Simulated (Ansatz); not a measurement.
A nudged elastic band was laid between two geometries of CH$_{4}$NSi (7 atoms, charge 1, multiplicity 1).

All numbers below come from RKS PBE-D4/def2-SVP in Ansatz 0.2.0.

* movable images: 7
* climbing image: yes
* spring: 5.0 eV/Å²
* optimiser: quadratic models (default)
* start path: through a guess of the saddle point
* force threshold: 0.5 eV/Å
* iteration limit: 60
* end points: relaxed

Initial state:

```xyz
7
Properties=species:S:1:pos:R:3
C -0.766 -1.689 0.192
N -0.290 -0.640 0.067
Si 0.480 1.059 -0.121
H -1.217 -2.684 0.309
H -0.045 1.467 -1.454
H -0.092 1.763 1.061
H 1.930 0.724 -0.054
```

Final state:

```xyz
7
Properties=species:S:1:pos:R:3
C -1.140 -0.943 1.119
N -0.461 -1.042 0.100
Si 0.392 0.789 -0.138
H -0.265 -1.802 -0.583
H -0.183 1.109 -1.474
H -0.162 1.526 1.033
H 1.818 0.363 -0.057
```

What changes between the two ends?

Bonds broken: C1–H4. Bonds formed: N2–H4.

Give the energies along the band, and the barrier.

The forces met the threshold. The highest image is number 4 of 0 to 8, 283.0 kJ/mol above the first end and 61.9 kJ/mol above the last; the last end lies 221.1 kJ/mol above the first. The threshold of 0.5 eV/Å is loose, so the images may lie well off the minimum-energy path. Neighbouring images differ by up to 1.3 eV, so the band resolves the path poorly. Another band between the same ends (7 images) ends at a top of the same energy, where a vibrational analysis finds 2 clearly imaginary modes. The orbitals stay closed-shell, which can raise the energy where a bond breaks towards radicals; this wasn't checked here. Limits of this set-up: the dipole of an ion depends on the origin.

| image | path coordinate (Å) | energy (kJ/mol) | C1–H4 (Å) | N2–H4 (Å) |
| --- | --- | --- | --- | --- |
| 0 | 0.00 | 0.0 | 1.10 | 2.26 |
| 1 | 0.49 | 7.9 | 1.09 | 2.25 |
| 2 | 0.99 | 52.3 | 1.09 | 2.15 |
| 3 | 1.48 | 173.4 | 1.11 | 1.80 |
| 4 | 1.97 | 283.0 | 1.30 | 1.30 |
| 5 | 2.38 | 242.7 | 1.69 | 1.08 |
| 6 | 2.80 | 226.9 | 1.97 | 1.05 |
| 7 | 3.20 | 222.7 | 2.11 | 1.03 |
| 8 | 3.61 | 221.1 | 2.10 | 1.04 |

What is the geometry of the highest image?


```xyz
7
Properties=species:S:1:pos:R:3:forces:R:3
C -0.893 -1.799 0.818 0.07 0.14 -0.01
N -0.379 -0.815 0.330 0.00 -0.03 -0.13
Si 0.417 0.911 -0.127 0.05 0.08 0.10
H -0.719 -1.787 -0.469 0.05 0.08 0.07
H -0.202 1.143 -1.461 -0.04 -0.05 0.01
H -0.106 1.715 1.019 -0.06 -0.10 -0.03
H 1.882 0.634 -0.110 -0.06 -0.13 -0.01
```

Time of the run: 110 s on 1 thread of Arm Neoverse V1, with other jobs on the host, peak memory 0.23 GiB.
